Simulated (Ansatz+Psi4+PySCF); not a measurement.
Values are calculated unless marked as measured or tabulated.
A run of Psi4 1.11 on singlet Na₂ at this shape:

```xyz
2

Na    0.0000    0.0000    1.5763
Na    0.0000    0.0000   -3.1525
```

Its results:

```
Converged                                                          : yes
Reference energy                                                   : -323.69478 hartree
Correlation energy                                                 : -0.54913 hartree
Total energy                                                       : -324.24390 hartree
Spin squared of the determinant                                    : 0.000
Occupied orbitals by symmetry in an Abelian subgroup (alpha; beta) : 4 Ag 1 B2g 1 B3g 3 B1u 1 B2u 1 B3u; 4 Ag 1 B2g 1 B3g 3 B1u 1 B2u 1 B3u
```

**Question.** Which input gives this output? Name the method, the orbitals and the basis set, and write the input.

**Answer.** RHF-MP2 in cc-pCVTZ. An unrestricted run that stays on the closed shell gives the same numbers.

```
molecule {
0 1
Na 0.000000 0.000000 1.576260
Na 0.000000 0.000000 -3.152520
}

set basis cc-pCVTZ
set reference rhf
set scf_type pk
set mp2_type conv
set cc_type conv
set num_frozen_docc 2
energy('mp2')
```

Caution: large amplitudes, a single reference is doubtful; an unrestricted determinant lies well below.
